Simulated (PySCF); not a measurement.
# J couplings in C5H7N

Bonds (- single, = double, # triple, : aromatic): C1=N2 1.262 Å, N2-C3 1.361 Å, C3-C4 1.505 Å, C4-C5 1.488 Å, C5-C6 1.493 Å, C5-C3 1.509 Å, C6-C3 1.512 Å. C1 carries H7, H8; C4 carries H9, H10; C5 carries H11; C6 carries H12, H13. Stereochemistry as in C=N[C@]12C[C@H]1C2. H7 is cis to C3; H12 is cis to C4 on the ring; H9 is cis to C6 on the ring; H8 is trans to C3; H13 is trans to C4 on the ring; H10 is trans to C6 on the ring.

Indirect spin–spin couplings were computed at B3LYP/pcJ-1 (spin–dipole term only in couplings to heteroatoms) (PySCF) on a GFN2-xTB structure, for the isolated molecule, without vibrational or relativistic corrections. Couplings are averaged over pairs made equivalent by symmetry, fast rotation or ring inversion, so a value needn't be that of the named pair in this geometry, while other rotamers aren't included; one pair stands for each set, and the list holds a selection of those of at least 1.5 Hz over up to four bonds.

Isotopes: 13C, 1H, 15N.

```tsv
pair	bonds	J (Hz)
C1, N2	1	-10.1
C1, H7	1	?
C1, H8	1	188.9
C3, C4	1	26.4
C3, C5	1	-15.9
C4, C5	1	24.9
C4, H9	1	?
C4, H10	1	?
C5, H11	1	217.7
C1, C3	2	-3.6
N2, C4	2	-2.2
N2, H7	2	4.1
N2, H8	2	-11.7
C3, H10	2	-3.2
C3, H11	2	-2.9
C5, H10	2	?
H7, H8	2	17.1
H9, H10	2	?
C1, C4	3	4.1
N2, H11	3	?
C3, H7	3	14.0
C3, H8	3	22.7
C4, H12	3	?
C4, H13	3	?
H10, H11	3	3.4
H10, H13	4	6.4
```

Question: Estimate the withheld couplings, with signs.

Answer: 
- 1J(C1,H7) = 162.8 Hz (bond length 1.092 Å, sp2 carbon)
- 1J(C4,H9) = 174.7 Hz (bond length 1.084 Å, sp3 carbon)
- 1J(C4,H10) = 158.5 Hz (bond length 1.082 Å, sp3 carbon)
- 2J(C5,H10) = -2.4 Hz (angle at C4 118°)
- 2J(H9,H10) = -1.8 Hz (angle at C4 114°)
- 3J(N2,H11) = -1.8 Hz (dihedral angle 6°)
- 3J(C4,H12) = 6.3 Hz
- 3J(C4,H13) = 15.4 Hz
